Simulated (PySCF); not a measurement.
LiH, SMILES [LiH]. Coordinates come from a PBE0-D3(BJ)/def2-TZVPD optimisation.

Question: Give the equilibrium geometry at PBE0-D3(BJ)/def2-TZVPD (PySCF confirms it by a frequency run) as bond lengths and angles, and its point group. (An estimate is asked for; the answer gives what the named calculation found.)

Answer: point group C∞v.
Atoms: Li1 H2. Bonds (Å): Li1–H2 1.596.
